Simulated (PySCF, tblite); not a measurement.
# SiH2Cl−: changes of charge

Wanted: changes of charge for SiH2Cl− (`[SiH2-]Cl`).

Computed with tblite 0.8.0 and PySCF 2.14.0 and routines of our own; the level stands in each step. Atoms count from 0.

## 1. The starting structure

4 atoms, charge -1, multiplicity 1; geometry from: start built from the parent or by distance geometry.

## 2. Geometry optimisation with GFN2-xTB

The job: settings as JSON, then the geometry in Å.

```
{"job": {"kind": "relax", "xc": "GFN2-xTB", "basis": "xTB"}, "charge": -1, "multiplicity": 1}
Si    -0.162500    -0.018400     0.395700
Cl     1.833200    -0.040400    -0.121200
H     -0.748200     1.214100    -0.144300
H     -0.902000    -1.145700    -0.176000
```

Started as:

```console
$ OMP_NUM_THREADS=1 python redox_run.py task.json out
```

The driver reads the jobs from task.json and runs them one after another.

Output:

```text
step      E/eV     max force
  0    -203.20228    2.422
  1    -203.30697    1.969
  2    -203.54440    0.518
  3    -203.56863    0.435
  4    -203.57629    0.382
  5    -203.58632    0.198
  6    -203.58974    0.181
  7    -203.59117    0.179
  8    -203.59365    0.195
  9    -203.59544    0.137
 10    -203.59638    0.060
 11    -203.59662    0.045
 12    -203.59671    0.042
 13    -203.59696    0.054
 14    -203.59717    0.046
 15    -203.59728    0.019
 16    -203.59730    0.009
```

Run time: 0.05 s. Hardware: 1 thread of Arm Neoverse V1, shared host.

The steps of the relaxation:

```csv
step,energy from step 0 (eV),largest force (eV/Å)
0,0.0000,2.4218
1,-0.1047,1.9693
2,-0.3421,0.5184
3,-0.3664,0.4346
4,-0.3740,0.3819
5,-0.3840,0.1980
6,-0.3875,0.1806
7,-0.3889,0.1791
8,-0.3914,0.1948
9,-0.3932,0.1375
10,-0.3941,0.0600
11,-0.3943,0.0451
12,-0.3944,0.0420
13,-0.3947,0.0537
14,-0.3949,0.0457
15,-0.3950,0.0191
16,-0.3950,0.0088
```

Close pairs (by a distance rule), those that changed most:

```csv
bond,before (Å),after (Å),change (Å)
Si0–Cl1,2.062,2.291,+0.229
Si0–H3,1.464,1.492,+0.028
Si0–H2,1.468,1.492,+0.024
```

The end geometry stands in the next job.

## 3. Infrared spectrum with GFN2-xTB

The job: settings as JSON, then the geometry in Å.

```
{"job": {"kind": "ir", "xc": "GFN2-xTB", "basis": "xTB"}, "charge": -1, "multiplicity": 1}
Si    -0.297978     0.000858     0.619316
Cl     1.839045    -0.064979    -0.204106
H     -0.712864     1.170840    -0.207938
H     -0.807734    -1.097174    -0.252979
```

Output:

```text
mode    cm-1     km/mol
  1     225.5     80.72
  2     583.2      2.82
  3     677.0    230.13
  4     916.4    269.17
  5    1871.8   1147.56
  6    1914.9    264.68
ZPE 37.017  H(298)-E 49.207  G(298)-E -29.716 kJ/mol  S 264.71 J/(mol K)
```

Run time: 0.09 s. Hardware: 1 thread of Arm Neoverse V1, shared host.

Which atoms move in the most intense modes:

```csv
cm⁻¹,km/mol,atoms
226,80.7,"Si0 53 %, Cl1 46 %"
583,2.8,"H3 50 %, H2 47 %"
677,230.1,"H2 48 %, H3 45 %"
916,269.2,"H2 48 %, H3 48 %"
1872,1147.6,"H3 52 %, H2 44 %"
1915,264.7,"H2 53 %, H3 45 %"
```

## 4. Geometry optimisation at PBE0-D3(BJ)/ma-def2-SVP

The job: settings as JSON, then the geometry in Å.

```
{"job": {"xc": "PBE0", "basis": "ma-def2-SVP", "d3": "d3bj", "grid": 1, "kind": "geom"}, "charge": -1, "multiplicity": 1}
Si    -0.297978     0.000858     0.619316
Cl     1.839045    -0.064979    -0.204106
H     -0.712864     1.170840    -0.207938
H     -0.807734    -1.097174    -0.252979
```

Output:

```text
step   0  E = -750.44274791  max force = 0.024986
step   1  E = -750.44494484  max force = 0.005702
step   2  E = -750.44510022  max force = 0.002812
step   3  E = -750.44513552  max force = 0.002180
step   4  E = -750.44515240  max force = 0.000083
step   5  E = -750.44515327  max force = 0.000125
optimisation converged
```

Wall time 4.1 s (1 thread of Arm Neoverse V1, shared host).

Step by step:

```csv
step,energy from step 0 (eV),largest force component (eV/Å)
0,0.0000,1.2848
1,-0.0598,0.2932
2,-0.0640,0.1446
3,-0.0650,0.1121
4,-0.0654,0.0043
5,-0.0655,0.0064
```

Close pairs (by a distance rule), those that changed most:

```csv
bond,before (Å),after (Å),change (Å)
Si0–H2,1.492,1.548,+0.057
Si0–H3,1.492,1.548,+0.056
Si0–Cl1,2.291,2.279,-0.012
```

The final coordinates are the input of the step that follows.

```csv
at the end point,value
point group (found at 0.08 Å tolerance),Cs
"rotational constants (GHz, main isotopes)","109.2, 5.828, 5.799"
```

## 5. Harmonic vibrations (SiH₂Cl−): PBE0-D3(BJ)/ma-def2-SVP

The job: settings as JSON, then the geometry in Å.

```
{"job": {"xc": "PBE0", "basis": "ma-def2-SVP", "d3": "d3bj", "grid": 2, "kind": "hessian"}, "charge": -1, "multiplicity": 1}
Si    -0.298613    -0.013564     0.657663
Cl     1.851833    -0.020308    -0.097134
H     -0.755074     1.140382    -0.268462
H     -0.782782    -1.100206    -0.333430
```

Output:

```text
coarse grid: 4488 points
cycle   1  E = -750.3369654342  dE = -2.533e-01  |g| = 2.512e-01  |ddm| = 1.669e+00
cycle   2  E = -750.3439228162  dE = -6.957e-03  |g| = 2.614e-01  |ddm| = 8.882e-01
cycle   3  E = -750.3642505528  dE = -2.033e-02  |g| = 2.003e-02  |ddm| = 3.556e-01
cycle   4  E = -750.3644064827  dE = -1.559e-04  |g| = 9.085e-03  |ddm| = 6.978e-02
cycle   5  E = -750.3644394914  dE = -3.301e-05  |g| = 1.961e-03  |ddm| = 1.968e-02
cycle   6  E = -750.3644408673  dE = -1.376e-06  |g| = 3.901e-04  |ddm| = 5.078e-03
final grid: 34416 points
cycle   7  E = -750.4451198798  dE = -3.026e-06  |g| = 1.216e-03  |ddm| = 8.374e-03
cycle   8  E = -750.4451198621  dE =  1.770e-08  |g| = 1.262e-03  |ddm| = 3.542e-03
cycle   9  E = -750.4451203526  dE = -4.905e-07  |g| = 5.800e-05  |ddm| = 1.740e-03
cycle  10  E = -750.4451203537  dE = -1.171e-09  |g| = 2.569e-05  |ddm| = 1.495e-04
cycle  11  E = -750.4451203540  dE = -2.311e-10  |g| = 2.527e-06  |ddm| = 5.533e-05
cycle  12  E = -750.4451203540  dE = -3.865e-12  |g| = 4.535e-07  |ddm| = 7.243e-06
converged SCF energy = -750.4451203540

mode    cm-1
  1     360.5
  2     678.9
  3     727.5
  4     959.5
  5    1930.4
  6    1931.1
ZPE 39.404  H(298)-E 50.943  G(298)-E -26.768 kJ/mol  S 260.64 J/(mol K)
```

Run time: 9.1 s. Hardware: 1 thread of Arm Neoverse V1, shared host; peak memory 0.62 GiB.

Zero-point energy 39.40 kJ/mol (xTB gave 37.02).

## 6. Single point (SiH2Cl−): wB97X-D3(BJ)/ma-def2-TZVP

Geometry: PBE0-D3(BJ)/ma-def2-SVP.

The job: settings as JSON, then the geometry in Å.

```
{"job": {"kind": "sp", "xc": "wB97X", "basis": "ma-def2-TZVP", "d3": "d3bj", "grid": 2}, "charge": -1, "multiplicity": 1}
Si    -0.298613    -0.013564     0.657663
Cl     1.851833    -0.020308    -0.097134
H     -0.755074     1.140382    -0.268462
H     -0.782782    -1.100206    -0.333430
```

Output:

```text
coarse grid: 4488 points
cycle   1  E = -750.9765002382  dE = -3.522e-01  |g| = 2.728e-01  |ddm| = 1.341e+00
cycle   2  E = -750.9980930137  dE = -2.159e-02  |g| = 1.955e-01  |ddm| = 5.482e-01
cycle   3  E = -751.0058002152  dE = -7.707e-03  |g| = 2.306e-02  |ddm| = 1.725e-01
cycle   4  E = -751.0061287912  dE = -3.286e-04  |g| = 6.908e-03  |ddm| = 7.843e-02
cycle   5  E = -751.0062074672  dE = -7.868e-05  |g| = 2.625e-03  |ddm| = 4.545e-02
cycle   6  E = -751.0062185249  dE = -1.106e-05  |g| = 1.130e-03  |ddm| = 1.692e-02
cycle   7  E = -751.0062205720  dE = -2.047e-06  |g| = 3.438e-04  |ddm| = 7.358e-03
final grid: 34416 points
cycle   8  E = -751.0035781591  dE = -1.080e-05  |g| = 4.573e-03  |ddm| = 9.623e-03
cycle   9  E = -751.0035792015  dE = -1.042e-06  |g| = 2.423e-03  |ddm| = 3.484e-03
cycle  10  E = -751.0035798719  dE = -6.704e-07  |g| = 1.924e-04  |ddm| = 1.694e-03
cycle  11  E = -751.0035798855  dE = -1.363e-08  |g| = 5.146e-05  |ddm| = 2.817e-04
cycle  12  E = -751.0035798889  dE = -3.412e-09  |g| = 1.942e-05  |ddm| = 2.146e-04
converged SCF energy = -751.0035798889
```

It took 1.2 s on 1 thread of Arm Neoverse V1, shared host.

## 7. Single point (SiH2Cl radical): wB97X-D3(BJ)/ma-def2-TZVP

Geometry: PBE0-D3(BJ)/ma-def2-SVP, that of another charge or spin state.

The job: settings as JSON, then the geometry in Å.

```
{"job": {"kind": "sp", "xc": "wB97X", "basis": "ma-def2-TZVP", "d3": "d3bj", "grid": 2}, "charge": 0, "multiplicity": 2}
Si    -0.298613    -0.013564     0.657663
Cl     1.851833    -0.020308    -0.097134
H     -0.755074     1.140382    -0.268462
H     -0.782782    -1.100206    -0.333430
```

Output:

```text
final grid: 34416 points
cycle   1  E = -750.9008447619  dE = -2.776e-02  |g| = 9.395e-02  |ddm| = 3.806e-01
cycle   2  E = -750.9042193290  dE = -3.375e-03  |g| = 6.217e-02  |ddm| = 1.478e-01
cycle   3  E = -750.9058884802  dE = -1.669e-03  |g| = 8.098e-03  |ddm| = 4.716e-02
cycle   4  E = -750.9059666180  dE = -7.814e-05  |g| = 3.896e-03  |ddm| = 1.244e-02
cycle   5  E = -750.9059958018  dE = -2.918e-05  |g| = 1.186e-03  |ddm| = 9.096e-03
cycle   6  E = -750.9060017503  dE = -5.949e-06  |g| = 5.878e-04  |ddm| = 3.905e-03
cycle   7  E = -750.9060032453  dE = -1.495e-06  |g| = 2.335e-04  |ddm| = 2.206e-03
cycle   8  E = -750.9060034884  dE = -2.430e-07  |g| = 7.932e-05  |ddm| = 9.809e-04
cycle   9  E = -750.9060035134  dE = -2.505e-08  |g| = 2.204e-05  |ddm| = 3.431e-04
cycle  10  E = -750.9060035148  dE = -1.398e-09  |g| = 7.124e-06  |ddm| = 8.094e-05
converged SCF energy = -750.9060035148
```

Wall time 2.4 s (1 thread of Arm Neoverse V1, shared host).

## 8. Geometry optimisation with GFN2-xTB

This step treats SiH2Cl radical, labelled `[SiH2]Cl` (the label fixes atoms and charge, not where charge and spin sit).

The job: settings as JSON, then the geometry in Å.

```
{"job": {"kind": "relax", "xc": "GFN2-xTB", "basis": "xTB"}, "charge": 0, "multiplicity": 2}
Si    -0.282400    -0.019700     0.652400
Cl     1.841100    -0.011700    -0.120100
H     -0.737600     1.132800    -0.265300
H     -0.785300    -1.085600    -0.354000
```

Output:

```text
step      E/eV     max force
  0    -197.42305    3.395
  1    -197.64452    2.770
  2    -198.00036    1.637
  3    -198.05820    0.841
  4    -198.09755    0.507
  5    -198.13193    0.808
  6    -198.15284    0.715
  7    -198.16630    0.382
  8    -198.17112    0.072
  9    -198.17143    0.028
 10    -198.17145    0.019
 11    -198.17148    0.018
 12    -198.17151    0.025
 13    -198.17156    0.022
 14    -198.17158    0.010
 15    -198.17158    0.002
```

It took 0.05 s on 1 thread of Arm Neoverse V1, shared host.

The steps of the relaxation:

```csv
step,energy from step 0 (eV),largest force (eV/Å)
0,0.0000,3.3946
1,-0.2215,2.7703
2,-0.5773,1.6366
3,-0.6352,0.8410
4,-0.6745,0.5072
5,-0.7089,0.8084
6,-0.7298,0.7145
7,-0.7433,0.3818
8,-0.7481,0.0721
9,-0.7484,0.0277
10,-0.7484,0.0186
11,-0.7484,0.0180
12,-0.7485,0.0247
13,-0.7485,0.0216
14,-0.7485,0.0102
15,-0.7485,0.0022
```

Close pairs (by a distance rule), those that changed most:

```csv
bond,before (Å),after (Å),change (Å)
Si0–Cl1,2.260,2.022,-0.238
Si0–H3,1.550,1.452,-0.098
Si0–H2,1.542,1.452,-0.090
```

The end geometry stands in the next job.

## 9. Infrared spectrum with GFN2-xTB

The job: settings as JSON, then the geometry in Å.

```
{"job": {"kind": "ir", "xc": "GFN2-xTB", "basis": "xTB"}, "charge": 0, "multiplicity": 2}
Si    -0.192184    -0.006404     0.314045
Cl     1.801540    -0.022290    -0.022373
H     -0.768112     1.245740    -0.141633
H     -0.805412    -1.201196    -0.237110
```

Output:

```text
mode    cm-1     km/mol
  1     504.7     60.59
  2     509.8     34.82
  3     566.1     85.21
  4     723.0    249.04
  5    2336.7    411.67
  6    2339.7     86.62
ZPE 41.750  H(298)-E 53.559  G(298)-E -25.352 kJ/mol  S 264.67 J/(mol K)
```

Wall time 0.1 s (1 thread of Arm Neoverse V1, shared host).

The strongest bands and the atoms that carry them (share of the mass-weighted mode):

```csv
cm⁻¹,km/mol,atoms
505,60.6,"Si0 53 %, Cl1 46 %"
510,34.8,"H3 46 %, H2 46 %"
566,85.2,"H2 45 %, H3 45 %"
723,249.0,"H2 48 %, H3 48 %"
2337,411.7,"H3 56 %, H2 39 %"
2340,86.6,"H2 57 %, H3 41 %"
```

## 10. Optimising the geometry at PBE0-D3(BJ)/ma-def2-SVP

This step treats SiH₂Cl radical, labelled `[SiH2]Cl` (the label fixes atoms and charge, not where charge and spin sit).

The job: settings as JSON, then the geometry in Å.

```
{"job": {"xc": "PBE0", "basis": "ma-def2-SVP", "d3": "d3bj", "grid": 1, "kind": "geom"}, "charge": 0, "multiplicity": 2}
Si    -0.192184    -0.006404     0.314045
Cl     1.801540    -0.022290    -0.022373
H     -0.768112     1.245740    -0.141633
H     -0.805412    -1.201196    -0.237110
```

Output:

```text
step   0  E = -750.37477754  max force = 0.021092
step   1  E = -750.37750643  max force = 0.005071
step   2  E = -750.37759342  max force = 0.000372
step   3  E = -750.37759460  max force = 0.000018
optimisation converged
```

Wall time 3.9 s (1 thread of Arm Neoverse V1, shared host).

Along the way:

```csv
step,energy from step 0 (eV),largest force component (eV/Å)
0,0.0000,1.0846
1,-0.0743,0.2608
2,-0.0766,0.0191
3,-0.0767,0.0009
```

Distances of close pairs at the start and the end, largest changes first:

```csv
bond,before (Å),after (Å),change (Å)
Si0–Cl1,2.022,2.081,+0.059
Si0–H2,1.452,1.494,+0.042
Si0–H3,1.452,1.494,+0.042
```

The final coordinates are the input of the step that follows.

```csv
at the end point,value
point group (found at 0.08 Å tolerance),Cs
"rotational constants (GHz, main isotopes)","127.8, 6.884, 6.683"
dipole moment (D),1.64
⟨S²⟩,0.752
```

## 11. Harmonic vibrations (SiH₂Cl radical, [SiH2]Cl): PBE0-D3(BJ)/ma-def2-SVP

The job: settings as JSON, then the geometry in Å.

```
{"job": {"xc": "PBE0", "basis": "ma-def2-SVP", "d3": "d3bj", "grid": 2, "kind": "hessian"}, "charge": 0, "multiplicity": 2}
Si    -0.201367    -0.004483     0.374975
Cl     1.840876    -0.024468    -0.024332
H     -0.774249     1.263622    -0.169046
H     -0.816932    -1.206037    -0.264947
```

Output:

```text
coarse grid: 4488 points
cycle   1  E = -750.2801545614  dE = -4.603e-02  |g| = 1.519e-01  |ddm| = 1.317e+00
cycle   2  E = -750.2776173905  dE =  2.537e-03  |g| = 1.727e-01  |ddm| = 4.399e-01
cycle   3  E = -750.2969999335  dE = -1.938e-02  |g| = 1.220e-02  |ddm| = 2.432e-01
cycle   4  E = -750.2971385837  dE = -1.387e-04  |g| = 3.822e-03  |ddm| = 2.696e-02
cycle   5  E = -750.2971537400  dE = -1.516e-05  |g| = 1.029e-03  |ddm| = 8.897e-03
cycle   6  E = -750.2971548890  dE = -1.149e-06  |g| = 3.847e-04  |ddm| = 2.188e-03
final grid: 34416 points
cycle   7  E = -750.3775741316  dE = -3.214e-06  |g| = 7.063e-04  |ddm| = 6.417e-03
cycle   8  E = -750.3775740983  dE =  3.328e-08  |g| = 7.711e-04  |ddm| = 1.906e-03
cycle   9  E = -750.3775744510  dE = -3.527e-07  |g| = 3.526e-05  |ddm| = 1.029e-03
cycle  10  E = -750.3775744523  dE = -1.379e-09  |g| = 1.582e-05  |ddm| = 1.173e-04
cycle  11  E = -750.3775744526  dE = -2.561e-10  |g| = 4.137e-06  |ddm| = 4.660e-05
cycle  12  E = -750.3775744526  dE = -1.660e-11  |g| = 1.407e-06  |ddm| = 1.133e-05
converged SCF energy = -750.3775744526

mode    cm-1
  1     538.3
  2     640.3
  3     715.5
  4     903.3
  5    2201.8
  6    2241.2
ZPE 43.308  H(298)-E 54.528  G(298)-E -23.748 kJ/mol  S 262.54 J/(mol K)
```

Run time: 16 s. Hardware: 1 thread of Arm Neoverse V1, shared host; peak memory 0.67 GiB.

Zero-point energy 43.31 kJ/mol (xTB gave 41.75).

(Part 1 of 3 ends here.)
